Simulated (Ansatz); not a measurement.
**H₂O (singlet): wave-function methods side by side at distance O1–H2 = 1.181 Å, cc-pVTZ**

Aim: climb from Hartree-Fock through coupled cluster and multireference methods for H₂O (singlet) at one geometry and basis, and see what each rung misses.

Computed with Ansatz 0.2.0, Gaussian basis. Level: cc-pVTZ, core rule «outside noble gas», up to 1 orbitals frozen.

To be run: UHF; CCSD(T) on RHF; BCCD(T) on RHF; CISD; CCSDT(Q) on RHF; CASSCF and NEVPT2, 2 electrons in 2 orbitals; CASSCF and MRCISD+Q, 8 electrons in 6 orbitals; CASSCF and NEVPT2, 8 electrons in 6 orbitals.

21 further runs of the same task are left out: 12 that didn't finish, 9 set aside as unsound or not needed.

**1. What is computed**

The geometry derives from a PBE0/def2-TZVP stationary point (not a proven minimum). One bond is set to the value named and the two fragments are kept rigid.

3 atoms, charge 0, spin multiplicity 1.

Atoms are counted from 1 here; the program's logs count them from 0.

Bond lengths: O1–H2 1.181 Å, O1–H3 0.960 Å. Angles: H2–O1–H3 105.1°.

Geometry (Å):

```xyz
3
charge 0, multiplicity 1
O     0.0000   -0.0729    0.0098
H     0.0000    0.6456   -0.9275
H     0.0000    0.5109    0.7714
```

**2. UHF**

Input file in.yaml:

```yaml
crystal:
  periodic: [false, false, false]
  atoms:
    - {symbol: O, position_ang: [0.000000, -0.072856, 0.009834]}
    - {symbol: H, position_ang: [0.000000, 0.645603, -0.927490]}
    - {symbol: H, position_ang: [0.000000, 0.510872, 0.771384]}
basis:
  gaussian: {orbitals: cc-pVTZ}
magnetization: {spin_polarized: true, initial_magnetization: 0}
hamiltonian: {xc: hf}
output: {orbitals: {seedname: orbitals}}
```

Run with:

```
> ansatz run in.yaml --threads 1 --pin off --events-out ev --progress --plain --max-ram 2393MiB
```

The runs that follow: CCSD(T) on RHF; BCCD(T) on RHF; CISD; CCSDT(Q) on RHF; CASSCF and NEVPT2, 2 electrons in 2 orbitals; CASSCF and MRCISD+Q, 8 electrons in 6 orbitals; CASSCF and NEVPT2, 8 electrons in 6 orbitals.

Before running them: what should the planned runs give, taken together? Wanted: RCCSDT(Q) below the RHF energy; RMP2 from RCCSDT(Q); RCCSD from RCCSDT(Q); RCCSD(T) from RCCSDT(Q); NEVPT2 pair from RCCSDT(Q); NEVPT2 valence from RCCSDT(Q); MRCISD+Q valence from RCCSDT(Q); T1 diagnostic; effectively unpaired electrons.

As calculated:

| quantity | value |
| --- | --- |
| RCCSDT(Q) below the RHF energy | -7.7421 eV |
| RMP2 from RCCSDT(Q) | +9.34 kcal/mol |
| RCCSD from RCCSDT(Q) | +5.81 kcal/mol |
| RCCSD(T) from RCCSDT(Q) | +0.37 kcal/mol |
| NEVPT2 pair from RCCSDT(Q) | +8.92 kcal/mol |
| NEVPT2 valence from RCCSDT(Q) | +19.16 kcal/mol |
| MRCISD+Q valence from RCCSDT(Q) | +1.34 kcal/mol |
| levels within 1 kcal/mol (43 meV) | RCCSD(T), BCCD(T), RCCSDT |
| T1 diagnostic | 0.009 |
| effectively unpaired electrons | 0.02 |

RCCSD(T) lands +0.37 kcal/mol from the yardstick (0.2 % of the correlation energy). One determinant dominates. Of the multireference levels listed MRCISD+Q valence comes nearest in total energy (+1.34 kcal/mol), which doesn't show that its space is the better one. These misses are within one basis, not against nature.
